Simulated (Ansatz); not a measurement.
System: hcp Sc. Method: r²SCAN-D4 (Ansatz, an electronic-structure program, PAW).

Run with plane-wave cutoff 560 eV, 18×18×10 k mesh (along the axes of the cell as run), Fermi–Dirac smearing 0.05 eV, scalar-relativistic PAW data made under PBE.

Computed at the level's own relaxed cell.

### Question
Give the computed lattice parameter a, pressure derivative B′ of the bulk modulus, equilibrium volume per atom and bulk modulus.

### Answer

lattice parameter a: 3.319 Å
pressure derivative B′ of the bulk modulus: 3.2
equilibrium volume per atom: 24.68 Å³/atom
bulk modulus: 55.7 GPa

The run finds no gap.

Measured, for comparison: lattice constant a 3.309 Å (293 K, not corrected to a static lattice; as tabulated in Wikipedia's data pages); bulk modulus 55.6 GPa (zero-point energy and finite temperature contributions removed, our sources range from 44.5 to 55.6; as tabulated in doi:10.1021/acs.jctc.3c00612). Computed (rounded) less measured: lattice constant a +0.3 %, bulk modulus not scored (sources differ).

Note: the bulk modulus comes from volumes at which shape and atoms were relaxed.

Computed values are for the static lattice.

It cost around 8 core-minutes (rough) of CPU time.
